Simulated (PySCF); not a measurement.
Working with the constants of BN

ROHF-CCSD(T) constants of BN, ³Π (triplet), unpaired electrons σ ↑, π ↑ (B 6-31G(d,p), N 6-31G(d,p); no relativity (PySCF 2.14); masses 11.0093 and 14.0031 u):

* ωe: 1505.0 cm⁻¹
* ωexe: 12.8 cm⁻¹
* Be: 1.5205 cm⁻¹
* αe: 0.0174 cm⁻¹
* De to B + N: 3.97 eV

What force constant and bond length do these constants imply?

Reduced mass μred = 6.1635 u; k = 5.8918×10⁻⁷·μred·ωe² (u, cm⁻¹, mdyn/Å) = 8.23 mdyn/Å; Re = √(16.8576/(μred·Be)) (u, cm⁻¹, Å) = 1.341 Å.

Estimate the centrifugal constant D from the Kratzer relation and find the Dunham coefficient a1.

D = 4Be³/ωe² = 6.21e-06 cm⁻¹; a1 = −1 − αeωe/(6Be²) = -2.89.

Correlated steps freeze 2 core orbitals. Correlated levels converge slowly with the basis: in double zeta they bind strong bonds too weakly, by up to about 1 eV, and carry superposition errors of some tenths. The state is the lowest determinant that a PBE0 search found; another state may lie lower at other levels.
